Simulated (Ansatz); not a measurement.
# SiH⁺, singlet along the distance Si1-H2

Starting geometry (PBE0/def2-TZVP stationary point for this spin):

| atom | x (Å) | y (Å) | z (Å) |
| --- | --- | --- | --- |
| Si | 0.0000 | 0.0000 | 0.0000 |
| H | 0.0000 | 0.0000 | 1.5186 |

From there H2 moves along the line of the two atoms named below, all else staying in place; atoms are numbered as listed. Energies are in kcal/mol, counted from the starting geometry at the same level.

Basis cc-pVQZ; Ansatz 0.2.0. Only valence electrons are correlated (noble-gas cores frozen). R marks a restricted (for open shells ROHF) determinant.

Full CI is exact within this basis and frozen core; it isn't the basis-set limit.

| distance Si1-H2 (Å) | full CI | unpaired electrons (full CI) | error RHF | error RMP2 | error RCCSD | error RCCSD(T) | error BCCD(T) | error RCCSDT(Q) |
| --- | --- | --- | --- | --- | --- | --- | --- | --- |
| 1.192 | 31.7 | 0.08 | -0.6 | -0.5 | -0.2 | 0.0 | 0.0 | 0.0 |
| 1.367 | 4.7 | 0.08 | -0.5 | -0.4 | -0.1 | 0.0 | 0.0 | 0.0 |
| 1.519 | 0.0 | 0.08 | 0.0 | 0.0 | 0.0 | 0.0 | 0.0 | 0.0 |
| 1.645 | 2.9 | 0.08 | 0.8 | 0.5 | 0.1 | 0.0 | 0.0 | 0.0 |
| 1.880 | 15.9 | 0.11 | 3.2 | 1.9 | 0.4 | 0.1 | 0.1 | 0.0 |
| 2.097 | 30.4 | 0.16 | 6.6 | 4.0 | 0.9 | 0.2 | 0.2 | 0.0 |
| 2.453 | 51.3 | 0.39 | 15.1 | 9.3 | 1.9 | 0.3 | 0.3 | 0.0 |
| 2.806 | 65.0 | 0.87 | 26.9 | 16.3 | 3.2* | 0.3* | 0.3* | 0.0* |
| 3.356 | 74.6 | 1.62 | 47.4 | 26.7 | 5.1* | -0.7* | -0.6* | 0.0* |
| 4.136 | 77.7 | 1.99 | 70.6 | 30.5 | 6.5* | -3.1* | -2.7* | 0.0* |
| 5.276 | 78.3 | 2.05 | 87.8 | 14.2 | 7.0* | -5.6* | -4.5* | 0.0* |

An asterisk marks runs whose energy the program itself flagged as in doubt.

Unpaired electrons are Σ n²(2−n)² over natural occupations. Errors are those of relative energies. In total energy the starting point itself misses full CI by: RHF 61.1, RMP2 14.6, RCCSD 1.4, RCCSD(T) 0.3, BCCD(T) 0.3, RCCSDT(Q) 0.0 kcal/mol.

Spread of the error over the points with a reference, to 5.276 Å (largest less smallest): RCCSDT(Q) 0.0, BCCD(T) 4.9, RCCSD(T) 5.9, RCCSD 7.2, RMP2 31.0, RHF 88.4 kcal/mol.

Going outwards, the relative energy of RHF first misses by more than 1.0 kcal/mol at 1.880 Å.

Going outwards, the relative energy of RMP2 first misses by more than 1.0 kcal/mol at 1.880 Å.

RHF keeps both spins in the same orbitals, so it can't give open-shell fragments and ends 87.8 kcal/mol too high at 5.276 Å. BCCD(T) turns over: its perturbative term grows as the gap closes, and it ends 4.5 kcal/mol too low at 5.276 Å. RCCSD(T) turns over: its perturbative term grows as the gap closes, and it ends 5.6 kcal/mol too low at 5.276 Å.
